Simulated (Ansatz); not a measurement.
Basis sets over 5 cases of the adiabatic electron affinity at PBE0 with Ansatz (Al to Cl present), each against its own reference: (a) the value in aug-cc-pV5Z; (b) the value in aug-pcseg-3. By their distance from other large sets or by the extrapolation step the references are unsure by up to roughly 0.010 eV. B3LYP-D3(BJ)/def2-TZVP geometries; electronic energies, positive where released; unrestricted open shells; no added dispersion term; no relativity. Cartesian d functions in some cases of 6-311G**. (X+d) sets on Al to Cl for cc-pVXZ and aug-cc-pVXZ. 

Cases are drawn at random; left out are references unsure by over 0.033 eV, unbound anions, doubtful singlets, and cases whose largest runs show a restricted determinant unstable towards unrestricted orbitals, <S^2> over 0.1 too high or, where CCSD(T) ran, T1 over 0.025 (0.045 for open shells). Sets are drawn from those converged to one state in every case.

Cases (SMILES) and reference values:
- [SiH2]C (CH3-SiH2) → C[SiH2-] (an electron is taken up): 0.946 eV (b)
- [PH][SiH3] (SiH3-PH) → [SiH3][PH-] (an electron is taken up): 1.766 eV (b)
- [S]C (CH3-S) → C[S-] (an electron is taken up): 1.724 eV (b)
- [SiH3] (SiH3) → [SiH3-] (an electron is taken up): 1.258 eV (b)
- Cl atom → [Cl-] (an electron is taken up): 3.566 eV (a)

| basis | functions over def2-SVP (largest species, mean of cases) | mean signed deviation (eV) | mean absolute | largest | within 0.1 eV |
|---|---|---|---|---|---|
| pcseg-0 | 0.6 | -0.371 | 0.371 | 1.002 | 1 of 5 |
| 3-21G | 0.6 | -0.329 | 0.329 | 0.488 | 0 of 5 |
| pcseg-1 | 1.0 | -0.090 | 0.090 | 0.119 | 3 of 5 |
| 6-311G** | 1.4 | -0.033 | 0.039 | 0.077 | 5 of 5 |
| aug-cc-pVDZ | 1.8 | 0.030 | 0.034 | 0.062 | 5 of 5 |
| jun-cc-pV(T+d)Z | 2.7 | 0.004 | 0.005 | 0.010 | 5 of 5 |
| def2-TZVPPD | 2.9 | -0.025 | 0.028 | 0.052 | 5 of 5 |
| aug-pcseg-2 | 3.4 | 0.007 | 0.007 | 0.016 | 5 of 5 |
| cc-pVQZ | 4.4 | -0.090 | 0.090 | 0.141 | 3 of 5 |
| def2-QZVPP | 4.6 | -0.061 | 0.061 | 0.092 | 5 of 5 |

Among the sets for which every case ran a larger relative (same family, alike in diffuse functions, listed or not), the smallest listed that holds all cases within 0.1 eV together with them is aug-cc-pVDZ, at 1.8 times the functions of def2-SVP. Inside, though some case ran no larger relative to test it: 6-311G**, def2-QZVPP. Largest deviations of relatives not listed, over the cases that ran them: aug-cc-pV5Z 0.000, aug-cc-pVTZ 0.006, def2-QZVPPD 0.018, aug-cc-pVQZ 0.003, aug-pcseg-3 0.000 eV. A case lies within its reference's uncertainty of the window's edge in pcseg-1. These figures hold for the cases listed.

Ansatz is a first-principles code.
